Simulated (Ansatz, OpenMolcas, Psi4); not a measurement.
## NClO (SMILES O=NCl): the atomisation enthalpy at 298 K, rung by rung

The species is NClO (3 atoms), meant as a singlet with charge 0. SMILES: `O=NCl`. Geometry: relaxed at PBE0-D4/def2-TZVP.

```csv
atom,x (Å),y (Å),z (Å)
O,1.0001,-0.3383,0.5139
N,0.0520,-0.5996,-0.0358
Cl,-1.0521,0.9379,-0.4780
```

Each level gives the atomisation enthalpy at 298 K (kJ/mol). The values are calculated. The thermal term (zero-point and 298 K enthalpy, harmonic and unscaled) is that of PBE0-D4/def2-TZVP; the spin-orbit lowering of the free atoms at 298 K, 3.8 kJ/mol by their spectra, is taken off.

**The experiment to reproduce.** Active Thermochemical Tables gives the atomisation enthalpy at 298 K of the gas as 790 kJ/mol.

```
                                               level                    kind     program  value (kJ/mol)  computed − measured  CPU time (all runs)
                                         PBE/cc-pVTZ                     GGA  OpenMolcas             924                 +134                 56 s
                                      r2SCAN/cc-pVTZ                meta-GGA  OpenMolcas             815                  +25                 88 s
                                       B3LYP/cc-pVTZ           global hybrid      Ansatz             794                   +4                5.2 s
                                      M06-2X/cc-pVTZ         hybrid meta-GGA  OpenMolcas             766                  -24                 61 s
                                   CAM-B3LYP/cc-pVTZ  range-separated hybrid      Ansatz             775                  -15                5.6 s
DSD-PBEP86/cc-pVTZ (density fitting for correlation)           double hybrid        Psi4             771                  -19                 30 s
                                    RPA@PBE0/cc-pVTZ                     RPA      Ansatz             684                 -106                7.4 s
                                     CCSD(T)/cc-pVTZ   coupled cluster or CI        Psi4             727                  -63                 79 s
                                          FCI/STO-3G      exact in the basis      Ansatz             427                 -363               0.75 s
```

Nearest: B3LYP/cc-pVTZ (+4 kJ/mol); farthest: FCI/STO-3G (-363 kJ/mol). Computed less measured by kind, in kJ/mol (of the ab initio rows, those in cc-pVTZ): GGA +134; meta-GGA +25; global hybrid -24 to +4; range-separated hybrid -15; double hybrid -19; RPA -106; coupled cluster or CI -63. In a finite basis correlated wave-function methods underbind, so their errors here aren't those of the basis-set limit. High-level rows in very small sets aren't better than simpler rows in larger ones. Times are those of the runs behind each value, whatever else they computed, on shared processors of several kinds: orders of magnitude only.
